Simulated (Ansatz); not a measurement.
Wavefunction ladder for C3H8FN (`CCNCF`)

Z-matrix (Å, degrees):
```
C
C 1 1.516
H 1 1.092 2 112.0
H 1 1.092 2 110.7 3 121.0
H 1 1.092 2 110.0 3 -119.0
N 2 1.458 1 112.4 3 -66.5
H 2 1.093 1 109.1 3 175.4
H 2 1.098 1 109.7 3 58.6
C 6 1.398 2 117.5 1 67.0
H 6 1.010 2 111.5 1 -162.7
F 9 1.412 6 113.6 2 61.6
H 9 1.091 6 111.0 2 -57.2
H 9 1.092 6 110.0 2 -179.6
```

Charge 0, multiplicity 1. Geometry: relaxed with PBE0-D4/def2-TZVP. It is one conformer, not always the lowest. Frozen core, restricted reference, Ansatz 0.2.0. CBS rows extrapolate triple and quadruple zeta; past MP2 they add the triple-zeta difference.

| basis | HF (Eh) | MP2 corr. | CCSD corr. | (T) | CCSD(T) total |
| --- | --- | --- | --- | --- | --- |
| def2-SVP | -271.93632 | -0.78215 | ? | -0.02111 | ? |
| def2-TZVPP | -272.25482 | -0.98710 | -1.02752 | ? | ? |
| def2-QZVPP | ? | ? | – | – | – |
| CBS(def2) | -272.26929 | -1.11364 | -1.15406 | as TZ | -273.46051 |

(1) Fill in the withheld values. (Best estimate.)

## Answers

(1) The calculation gave: def2-SVP CCSD corr.: -0.83543; def2-SVP CCSD(T) total: -272.79286; def2-TZVPP (T): -0.03716; def2-TZVPP CCSD(T) total: -273.31950; def2-QZVPP HF (Eh): -272.26753; def2-QZVPP MP2 corr.: -1.05979.
